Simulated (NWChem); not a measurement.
System: BCl3; SMILES ClB(Cl)Cl

Input file for NWChem:

```
start job
memory heap 200 mb stack 900 mb global 1100 mb
geometry units angstroms noautosym nocenter noautoz
  B      0.000000     0.000000     0.000000
  Cl     0.876170     1.505687     0.000000
  Cl     0.865878    -1.511629     0.000000
  Cl    -1.742048     0.005942     0.000000
end
basis spherical
  * library def2-tzvp
end
dft
  xc hfexch
  iterations 150
end
tddft
  cis
  nroots 6
  notriplet
end
task tddft energy
```

Excerpt of the output:

```
             Northwest Computational Chemistry Package (NWChem) 7.3.0
             --------------------------------------------------------

                             Geometry "geometry" -> ""
                             -------------------------

 Output coordinates in angstroms (scale by  1.889725989 to convert to a.u.)

  No.       Tag          Charge          X              Y              Z
 ---- ---------------- ---------- -------------- -------------- --------------
    1 B                    5.0000     0.00000000     0.00000000     0.00000000
    2 Cl                  17.0000     0.87617000     1.50568700     0.00000000
    3 Cl                  17.0000     0.86587800    -1.51162900     0.00000000
    4 Cl                  17.0000    -1.74204800     0.00594200     0.00000000

 Effective nuclear repulsion energy (a.u.)     229.5139013649

  xc_inp: hfexch multiplicative factor not found.

                                 NWChem DFT Module
                                 -----------------

 Summary of "ao basis" -> "ao basis" (spherical)
 ------------------------------------------------------------------------------
       Tag                 Description            Shells   Functions and Types
 ---------------- ------------------------------  ------  ---------------------
 B                         def2-tzvp                11       31   5s3p2d1f
 Cl                        def2-tzvp                13       37   5s5p2d1f

            General Information
            -------------------
          SCF calculation type: DFT
          Wavefunction type:  closed shell.
          No. of atoms     :     4
          No. of electrons :    56
           Alpha electrons :    28
            Beta electrons :    28
          Charge           :     0
          Spin multiplicity:     1
          Use of symmetry is: off; symmetry adaption is: off
          Maximum number of iterations: 150
          AO basis - number of functions:   142
                     number of shells:    50
          Convergence on energy requested:  1.00D-06
          Convergence on density requested:  1.00D-05
          Convergence on gradient requested:  5.00D-04

              XC Information
              --------------
                     Hartree-Fock (Exact) Exchange  1.000

      Superposition of Atomic Density Guess
      -------------------------------------

 Sum of atomic energies:       -1402.96777866

      Non-variational initial energy
      ------------------------------

 Total energy =   -1404.082650
 1-e energy   =   -2395.023349
 2-e energy   =     761.426797
 HOMO         =      -0.402694
 LUMO         =       0.038932

   convergence    iter        energy       DeltaE   RMS-Dens  Diis-err
 ---------------- ----- ----------------- --------- --------- ---------
 d= 0,ls=0.0,diis     1  -1403.2898786078 -1.63D+03  3.65D-03  3.69D-01
 d= 0,ls=0.0,diis     2  -1403.3307916887 -4.09D-02  1.25D-03  1.68D-01
 d= 0,ls=0.0,diis     3  -1403.3516468391 -2.09D-02  4.47D-04  2.69D-03
 d= 0,ls=0.0,diis     4  -1403.3524737500 -8.27D-04  1.17D-04  1.44D-04
 d= 0,ls=0.0,diis     5  -1403.3525290854 -5.53D-05  2.84D-05  7.57D-06
  Resetting Diis
 d= 0,ls=0.0,diis     6  -1403.3525324116 -3.33D-06  5.24D-06  2.47D-07
 d= 0,ls=0.0,diis     7  -1403.3525325120 -1.00D-07  5.60D-07  9.10D-09

         Total DFT energy =    -1403.352532511961
      One electron energy =    -2395.942486724413
           Coulomb energy =      849.746292827890
    Exchange-Corr. energy =      -86.670239980333
 Nuclear repulsion energy =      229.513901364896

 Numeric. integr. density =        0.000000000000

                       DFT Final Molecular Orbital Analysis
                       ------------------------------------

[...]

                                NWChem TDDFT Module
                                -------------------

            General Information
            -------------------
           No. of orbitals :     284
            Alpha orbitals :     142
             Beta orbitals :     142
        Alpha frozen cores :       0
         Beta frozen cores :       0
     Alpha frozen virtuals :       0
      Beta frozen virtuals :       0
         Spin multiplicity :       1
    Number of AO functions :     142
        Use of symmetry is : off
      Symmetry adaption is : off
         Schwarz screening :  0.10D-07

              XC Information
              --------------
              Hartree-Fock (Exact) Exchange   1.00

             TDDFT Information
             -----------------
          Calculation type : CIS
         Wavefunction type : Restricted singlets
          No. of electrons :      56
           Alpha electrons :      28
            Beta electrons :      28
              No. of roots :       6
          Max subspacesize :    5200
            Max iterations :     100
               Target root :       1
           Target symmetry : none
      Symmetry restriction : off
                 Algorithm : Optimal
        Davidson threshold :  0.10D-03

    6 smallest eigenvalue differences (eV)
--------------------------------------------------------
  No. Spin  Occ  Vir  Irrep   E(Occ)    E(Vir)   E(Diff)
--------------------------------------------------------
    1    1   28   29 a        -0.458     0.079    14.611
    2    1   27   29 a        -0.483     0.079    15.310
    3    1   26   29 a        -0.483     0.079    15.310
    4    1   25   29 a        -0.493     0.079    15.563
    5    1   24   29 a        -0.493     0.079    15.563
    6    1   28   30 a        -0.458     0.133    16.067
--------------------------------------------------------

  Entering Davidson iterations
  Restricted singlet excited states

  Iter   NTrls   NConv    DeltaV     DeltaE      Time
  ----  ------  ------  ---------  ---------  ---------
    1      6       0     0.12E+00   0.10+100        5.8
    2     12       0     0.57E-01   0.25E-01        5.8
    3     18       0     0.23E-01   0.30E-02        5.8
    4     24       0     0.24E-01   0.50E-03        5.8
    5     30       0     0.49E-01   0.20E-02        5.8
    6     36       1     0.24E-01   0.23E-02        5.8
    7     41       1     0.54E-02   0.25E-03        5.8
    8     46       1     0.19E-02   0.15E-04        5.8
    9     51       3     0.58E-03   0.10E-05        5.8
   10     54       5     0.13E-03   0.58E-07        5.7
   11     55       6     0.54E-04   0.32E-08        5.4
  ----  ------  ------  ---------  ---------  ---------
  Convergence criterion met

  Ground state a       -1403.352532511961 a.u.

  ----------------------------------------------------------------------------
  Root   1 singlet a              0.278707143 a.u.                7.5840 eV
  ----------------------------------------------------------------------------
     Transition Moments    X -0.00000   Y  0.00000   Z  0.00000
     Dipole Oscillator Strength                    0.0000000000
     Electric Quadrupole                           0.0000000000
     Magnetic Dipole                               0.0000000000
     Total Oscillator Strength                     0.0000000000

     Occ.   24  a   ---  Virt.   40  a       -0.07585
     Occ.   24  a   ---  Virt.   53  a       -0.05268
     Occ.   25  a   ---  Virt.   41  a       -0.07585
     Occ.   25  a   ---  Virt.   52  a       -0.05268
     Occ.   28  a   ---  Virt.   29  a       -0.98131
     Occ.   28  a   ---  Virt.   34  a        0.10589
  ----------------------------------------------------------------------------
  Root   2 singlet a              0.304221484 a.u.                8.2783 eV
  ----------------------------------------------------------------------------
     Transition Moments    X  0.00000   Y  0.00000   Z  0.00000
     Dipole Oscillator Strength                    0.0000000000
     Electric Quadrupole                           0.0000001183
     Magnetic Dipole                               0.0000027460
     Total Oscillator Strength                     0.0000028643

     Occ.   21  a   ---  Virt.   29  a        0.06524
     Occ.   24  a   ---  Virt.   29  a        0.50542
     Occ.   24  a   ---  Virt.   34  a       -0.06246
     Occ.   25  a   ---  Virt.   29  a        0.83273
     Occ.   25  a   ---  Virt.   34  a       -0.10291
     Occ.   28  a   ---  Virt.   41  a        0.07735
  ----------------------------------------------------------------------------
  Root   3 singlet a              0.304221492 a.u.                8.2783 eV
  ----------------------------------------------------------------------------
     Transition Moments    X -0.00000   Y -0.00000   Z -0.00000
     Dipole Oscillator Strength                    0.0000000000
     Electric Quadrupole                           0.0000001183
     Magnetic Dipole                               0.0000027460
     Total Oscillator Strength                     0.0000028643

     Occ.   22  a   ---  Virt.   29  a       -0.06524
     Occ.   24  a   ---  Virt.   29  a       -0.83273
     Occ.   24  a   ---  Virt.   34  a        0.10291
     Occ.   25  a   ---  Virt.   29  a        0.50542
     Occ.   25  a   ---  Virt.   34  a       -0.06246
     Occ.   28  a   ---  Virt.   40  a       -0.07735
  ----------------------------------------------------------------------------
  Root   4 singlet a              0.324343095 a.u.                8.8258 eV
  ----------------------------------------------------------------------------
     Transition Moments    X -0.86110   Y  0.08044   Z  0.00000
     Dipole Oscillator Strength                    0.1617323695
     Electric Quadrupole                           0.0000008113
     Magnetic Dipole                               0.0000000000
     Total Oscillator Strength                     0.1617331808

[...]
```

Level: Hartree-Fock/def2-TZVP, CIS. Geometry: optimised at PBE0/def2-SVP.
